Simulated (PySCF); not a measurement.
# CH3CF2CN: NMR shifts at several levels of theory, part 2 of 2

PySCF 2.14.0. Atoms count from 0. The steps go on from the part before.

## Step 6: Shielding tensors: B3LYP/pcSseg-2

What the job is given:

```
{"job": {"kind": "nmr", "xc": "B3LYP", "basis": "pcSseg-2", "pop": false}, "charge": 0, "multiplicity": 1}
C     -0.984961     0.217128    -0.109017
C      0.324851    -0.471832     0.168125
F      0.443397    -1.578975    -0.595650
F      0.382079    -0.865405     1.458302
C      1.499399     0.399336    -0.101571
N      2.387787     1.101957    -0.326994
H     -1.793995    -0.488699     0.124071
H     -1.083084     1.109293     0.522962
H     -1.042726     0.507760    -1.165880
```

Level: GIAO B3LYP/pcSseg-2 NMR shielding, non-relativistic, gas phase.

Standard output:

```text
coarse grid: 8352 points
cycle   1  E = -370.5485035055  dE =  8.063e-01  |g| = 8.954e-01  |ddm| = 2.084e+00
cycle   2  E = -370.1287145214  dE =  4.198e-01  |g| = 1.756e+00  |ddm| = 1.207e+00
cycle   3  E = -370.6671755393  dE = -5.385e-01  |g| = 3.342e-01  |ddm| = 9.181e-01
cycle   4  E = -370.6889901995  dE = -2.181e-02  |g| = 8.471e-02  |ddm| = 2.016e-01
cycle   5  E = -370.6902625313  dE = -1.272e-03  |g| = 2.844e-02  |ddm| = 6.116e-02
cycle   6  E = -370.6904232458  dE = -1.607e-04  |g| = 3.416e-03  |ddm| = 1.870e-02
cycle   7  E = -370.6904256570  dE = -2.411e-06  |g| = 7.601e-04  |ddm| = 3.459e-03
final grid: 83944 points
cycle   8  E = -370.6944906598  dE = -6.791e-05  |g| = 5.680e-03  |ddm| = 3.628e-02
cycle   9  E = -370.6944847185  dE =  5.941e-06  |g| = 8.293e-03  |ddm| = 6.405e-03
cycle  10  E = -370.6944962068  dE = -1.149e-05  |g| = 1.018e-03  |ddm| = 3.952e-03
cycle  11  E = -370.6944962883  dE = -8.146e-08  |g| = 7.435e-04  |ddm| = 8.277e-04
cycle  12  E = -370.6944963944  dE = -1.062e-07  |g| = 2.155e-04  |ddm| = 4.382e-04
cycle  13  E = -370.6944964039  dE = -9.500e-09  |g| = 2.515e-05  |ddm| = 1.248e-04
cycle  14  E = -370.6944964040  dE = -1.260e-10  |g| = 4.988e-06  |ddm| = 2.518e-05
converged SCF energy = -370.6944964040

GIAO shielding tensors (ppm)
atom      isotropic    diamagn.    paramagn.     s11        s22        s33       span
  0 C      151.219     243.968     -92.749    133.776    139.690    180.192     46.416
  1 C       61.263     236.326    -175.063     36.808     70.896     76.084     39.276
  2 F      269.838     468.790    -198.952    160.796    318.783    329.933    169.137
  3 F      270.214     468.816    -198.602    161.815    318.785    330.041    168.226
  4 C       58.759     265.219    -206.460    -60.256    -58.768    295.301    355.557
  5 N      -49.355     331.167    -380.522   -211.106   -210.221    273.262    484.368
  6 H       29.564      29.427       0.137     26.550     27.711     34.432      7.882
  7 H       29.592      30.099      -0.507     26.591     27.845     34.341      7.751
  8 H       29.595      30.079      -0.484     26.596     27.832     34.356      7.761
```

Wall time 23 s (1 thread of Arm Neoverse V1, shared host); peak memory 0.94 GiB.

In short: δ C4 120.4, C1 117.9, C0 28.0, F2 -100.3, H6 1.81 ppm (means over like atoms).

## Step 7: Shielding tensors: PBE0/pcSseg-2

The job, as its differences from that of step 6:

```diff
@@ -1,2 +1,2 @@
-{"job": {"kind": "nmr", "xc": "B3LYP", "basis": "pcSseg-2", "pop": false}, "charge": 0, "multiplicity": 1}
+{"job": {"kind": "nmr", "xc": "PBE0", "basis": "pcSseg-2", "pop": false}, "charge": 0, "multiplicity": 1}
 C     -0.984961     0.217128    -0.109017
```

Method: GIAO PBE0/pcSseg-2 NMR shielding, non-relativistic, gas phase.

Standard output:

```text
coarse grid: 8352 points
cycle   1  E = -370.1634844013  dE =  8.222e-01  |g| = 8.451e-01  |ddm| = 2.103e+00
cycle   2  E = -369.8431880876  dE =  3.203e-01  |g| = 1.569e+00  |ddm| = 1.074e+00
cycle   3  E = -370.2755851135  dE = -4.324e-01  |g| = 2.852e-01  |ddm| = 8.000e-01
cycle   4  E = -370.2913136465  dE = -1.573e-02  |g| = 7.394e-02  |ddm| = 1.722e-01
cycle   5  E = -370.2923124313  dE = -9.988e-04  |g| = 2.176e-02  |ddm| = 4.939e-02
cycle   6  E = -370.2924050183  dE = -9.259e-05  |g| = 2.677e-03  |ddm| = 1.431e-02
cycle   7  E = -370.2924064866  dE = -1.468e-06  |g| = 5.389e-04  |ddm| = 2.444e-03
final grid: 83944 points
cycle   8  E = -370.2949034085  dE = -8.188e-05  |g| = 5.828e-03  |ddm| = 3.791e-02
cycle   9  E = -370.2948999830  dE =  3.425e-06  |g| = 7.576e-03  |ddm| = 7.693e-03
cycle  10  E = -370.2949104839  dE = -1.050e-05  |g| = 8.202e-04  |ddm| = 4.004e-03
cycle  11  E = -370.2949105727  dE = -8.877e-08  |g| = 3.089e-04  |ddm| = 6.652e-04
cycle  12  E = -370.2949105830  dE = -1.037e-08  |g| = 1.722e-04  |ddm| = 2.009e-04
cycle  13  E = -370.2949105889  dE = -5.881e-09  |g| = 4.920e-05  |ddm| = 1.062e-04
cycle  14  E = -370.2949105894  dE = -4.961e-10  |g| = 7.240e-06  |ddm| = 3.395e-05
converged SCF energy = -370.2949105894

GIAO shielding tensors (ppm)
atom      isotropic    diamagn.    paramagn.     s11        s22        s33       span
  0 C      156.855     246.162     -89.307    139.881    145.925    184.758     44.877
  1 C       67.969     237.933    -169.964     43.730     77.232     82.945     39.215
  2 F      274.518     467.812    -193.294    166.583    322.785    334.187    167.604
  3 F      274.879     467.838    -192.959    167.572    322.859    334.208    166.636
  4 C       61.950     265.858    -203.908    -55.899    -54.248    295.997    351.896
  5 N      -47.631     332.557    -380.187   -208.847   -207.593    273.549    482.396
  6 H       29.452      29.235       0.216     26.272     27.494     34.589      8.317
  7 H       29.487      30.070      -0.583     26.332     27.625     34.506      8.174
  8 H       29.490      30.044      -0.554     26.336     27.612     34.521      8.185
```

It took 23 s on 1 thread of Arm Neoverse V1, shared host; peak memory 0.94 GiB.

Key values: δ C4 122.2, C1 116.2, C0 27.3, F2 -98.9, H6 1.77 ppm (means over like atoms).

## Step 8: NMR shieldings: mPW1PW91/pcSseg-2

The job, as its differences from that of step 7:

```diff
@@ -1,2 +1,2 @@
-{"job": {"kind": "nmr", "xc": "PBE0", "basis": "pcSseg-2", "pop": false}, "charge": 0, "multiplicity": 1}
+{"job": {"kind": "nmr", "xc": "mPW1PW91", "basis": "pcSseg-2", "pop": false}, "charge": 0, "multiplicity": 1}
 C     -0.984961     0.217128    -0.109017
```

With the program's defaults for keys left out, this is: GIAO mPW1PW91/pcSseg-2 NMR shielding, non-relativistic, gas phase.

Standard output:

```text
coarse grid: 8352 points
cycle   1  E = -370.4577110168  dE =  8.252e-01  |g| = 8.657e-01  |ddm| = 2.098e+00
cycle   2  E = -370.1225846454  dE =  3.351e-01  |g| = 1.606e+00  |ddm| = 1.096e+00
cycle   3  E = -370.5745539204  dE = -4.520e-01  |g| = 2.899e-01  |ddm| = 8.256e-01
cycle   4  E = -370.5908305642  dE = -1.628e-02  |g| = 7.545e-02  |ddm| = 1.755e-01
cycle   5  E = -370.5918713414  dE = -1.041e-03  |g| = 2.197e-02  |ddm| = 5.200e-02
cycle   6  E = -370.5919668260  dE = -9.548e-05  |g| = 2.764e-03  |ddm| = 1.465e-02
cycle   7  E = -370.5919683943  dE = -1.568e-06  |g| = 5.716e-04  |ddm| = 2.601e-03
final grid: 83944 points
cycle   8  E = -370.5936408217  dE = -7.328e-05  |g| = 4.583e-03  |ddm| = 3.537e-02
cycle   9  E = -370.5936385815  dE =  2.240e-06  |g| = 5.968e-03  |ddm| = 5.646e-03
cycle  10  E = -370.5936450322  dE = -6.451e-06  |g| = 7.661e-04  |ddm| = 3.044e-03
cycle  11  E = -370.5936450710  dE = -3.874e-08  |g| = 5.537e-04  |ddm| = 6.323e-04
cycle  12  E = -370.5936451248  dE = -5.387e-08  |g| = 2.108e-04  |ddm| = 3.496e-04
cycle  13  E = -370.5936451339  dE = -9.032e-09  |g| = 2.394e-05  |ddm| = 1.146e-04
cycle  14  E = -370.5936451340  dE = -1.140e-10  |g| = 4.981e-06  |ddm| = 2.360e-05
converged SCF energy = -370.5936451340

GIAO shielding tensors (ppm)
atom      isotropic    diamagn.    paramagn.     s11        s22        s33       span
  0 C      156.226     246.489     -90.263    139.383    145.442    183.853     44.470
  1 C       67.246     237.952    -170.706     43.017     76.538     82.182     39.165
  2 F      275.643     467.970    -192.327    167.700    324.115    335.113    167.413
  3 F      275.999     467.995    -191.996    168.680    324.184    335.134    166.454
  4 C       61.566     265.813    -204.247    -56.498    -54.869    296.065    352.563
  5 N      -48.683     332.574    -381.257   -210.534   -209.273    273.759    484.293
  6 H       29.491      29.232       0.260     26.314     27.553     34.607      8.293
  7 H       29.533      30.075      -0.542     26.388     27.683     34.526      8.138
  8 H       29.535      30.048      -0.513     26.393     27.670     34.542      8.149
```

Run time: 23 s. Hardware: 1 thread of Arm Neoverse V1, shared host; peak memory 0.94 GiB.

Key values: δ C4 122.0, C1 116.3, C0 27.3, F2 -98.6, H6 1.77 ppm (means over like atoms).

## Step 9: Comparing the runs: NMR shifts

Shifts (ppm), means over like atoms, with basis size and wall time (the measured row can stand on another reference than the computed rows):

```csv
run,C1,C4,C0,H6,F2,N5,functions,time
KT2/pcSseg-2,116.3,111.1,27.3,1.76,-116.3,283.8,258,35 s
KT3/pcSseg-2,114.7,110.2,26.9,1.77,-112.6,279.6,258,35 s
B97-D/pcSseg-2,118.0,115.5,27.7,1.78,-109.5,290.7,258,33 s
B3LYP/pcSseg-2,117.9,120.4,28.0,1.81,-100.3,307.9,258,23 s
PBE0/pcSseg-2,116.2,122.2,27.3,1.77,-98.9,309.3,258,23 s
mPW1PW91/pcSseg-2,116.3,122.0,27.3,1.77,-98.6,309.2,258,23 s
measured,–,–,–,–,-85.4,–,–,–
```

Measured: G. Saielli, R. Bini, A. Bagno, Computational 19F NMR. 2. Organic compounds, RSC Adv. 2014, ESI (exp. from Berger-Braun-Kalinowski 1994 and Everett 1995).

## Step 10: Results

This closing draws on all 2 parts.

```
                                                                quantity                   value
                                                             point group                      Cs
                                    rotational constants (main isotopes)    5.24, 2.89, 2.84 GHz
                                   13C shifts against TMS (KT2/pcSseg-2)  116.3, 111.1, 27.3 ppm
   1H shifts against TMS (KT2/pcSseg-2, means over atoms taken as alike)                1.76 ppm
19F shifts against CFCl3 (KT2/pcSseg-2, means over atoms taken as alike)              -116.3 ppm
                                   15N shifts against NH3 (KT2/pcSseg-2)               283.8 ppm
                                measured, and computed on the same scale  F2 δ -85.4, -116.3 ppm
                                                range of the shift of N5      279.6 to 309.3 ppm
```

In words: Single values in the summary come from the first run of each kind that ended normally (KT2/pcSseg-2), which need not be the best level. The start was shaken at random, so part of the energy gained undoes that. The optimisation took 7 steps and gained 0.404 eV; among the close pairs (by a distance rule), C0–C1 changed most, from 1.415 to 1.506 Å. At KT2/pcSseg-2: Shielding is most anisotropic at N5 (span 444 ppm, paramagnetic term -351 ppm). The one measured 19F shift is missed by -30.9 ppm (computed less measured, unscaled). Vibration, temperature and solvent are missing from the calculation, and it holds one conformer, so part of the miss against the measured shifts is not the functional's. Across the 6 runs the shift of N5 moves most, between 279.6 (KT3/pcSseg-2) and 309.3 ppm (PBE0/pcSseg-2). For the one measured 19F shift, mPW1PW91/pcSseg-2 misses least (13.2 ppm, 23 s) and KT2/pcSseg-2 most (30.9 ppm, 35 s). One molecule ranks no method: errors cancel, and vibration and temperature are missing from all runs.
